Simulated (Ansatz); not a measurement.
**BH, singlet in aug-cc-pVDZ: errors against full CI**

Geometry: that of the BH⁻, doublet, kept fixed.

```xyz
2

B     0.0000    0.0000    0.0000
H     0.0000    0.0000    1.2628
```

Basis aug-cc-pVDZ; Ansatz 0.2.0. Only valence electrons are correlated (noble-gas cores frozen), which leaves 4 electrons in 31 orbitals. Prefix R: restricted or restricted open-shell reference. Active spaces: valence = (4e, 5o) chosen from the atoms' valence shells.

Full CI is exact within this basis and frozen core; it isn't the basis-set limit.

The UHF ⟨S²⟩ is 0.459. The T1 diagnostic (RCCSD) is 0.0133 and the largest doubles amplitude (RCCSD) is 0.060.

Question: From what is known of these methods and the diagnostics, rank them by the size of their error in total energy against full CI in aug-cc-pVDZ, smallest first (an estimate: the text doesn't fix the numbers).
A. RCCSDT(Q)
B. CASSCF (valence space)
C. RCCSD
D. BCCD(T)
E. RMP2

Answer: A (0.01 kcal/mol), D (0.34 kcal/mol), C (1.30 kcal/mol), E (18.63 kcal/mol), B (23.85 kcal/mol).

All errors are against full CI in aug-cc-pVDZ. Within each family the higher level lies nearer, as is usual though not guaranteed.

The full-CI state has the irrep A1 of C2v, in the program's axes (one component, if the state is degenerate).

Natural occupations of full CI about the gap: 1.955 1.854 0.065 0.065 0.025 0.009 0.007 0.007 0.006 0.002; effectively unpaired electrons, Σ n²(2−n)², 0.12.
